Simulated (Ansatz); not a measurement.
Property card for Ba2BiSb2

Theory: DFT PBE, scalar-relativistic, plane waves, PAW (Ansatz 0.2.0).

Settings: cutoff 420 eV, Γ-centred mesh 10×10×10 on the computed 5-atom cell, Gaussian smearing of 0.10 eV; no spin polarisation.

The structure is relaxed at this level of theory with its symmetry kept.

```cif
data_structure
_symmetry_space_group_name_H-M 'Immm'
_symmetry_Int_Tables_number 71
_cell_length_a 4.8278
_cell_length_b 7.6728
_cell_length_c 10.1260
_cell_angle_alpha 90.000
_cell_angle_beta 90.000
_cell_angle_gamma 90.000
_cell_volume 375.10
loop_
_atom_site_label
_atom_site_type_symbol
_atom_site_symmetry_multiplicity
_atom_site_Wyckoff_symbol
_atom_site_fract_x
_atom_site_fract_y
_atom_site_fract_z
_atom_site_occupancy
Ba1 Ba 4 j 0.00000 0.50000 0.21939 1
Sb1 Sb 4 h 0.50000 0.70284 0.00000 1
Bi1 Bi 2 a 0.00000 0.00000 0.00000 1
```

| Quantity | Value |
| --- | --- |
| Space group | Immm (No. 71) |
| Volume per atom | 37.51 Å³ |
| Formation energy from the elements' standard states (uncorrected) | -0.858 eV/atom |
| Kohn–Sham band gap | none (metal) |
| Density of states at the Fermi level | 2.36 states/eV per cell |
| Löwdin character within 0.5 eV of the Fermi level | Sb 5p 49 %, Bi 6p 26 %, unprojected 17 % |
| Bulk modulus | 35 GPa |
| Its pressure derivative | 4.3 |
| Bader charges (e) | Ba (2 in the cell) 1.20, Sb (2 in the cell) -0.99, Bi (1 in the cell) -0.43 |

Spin-orbit coupling is left out, which matters for the bands of heavy elements.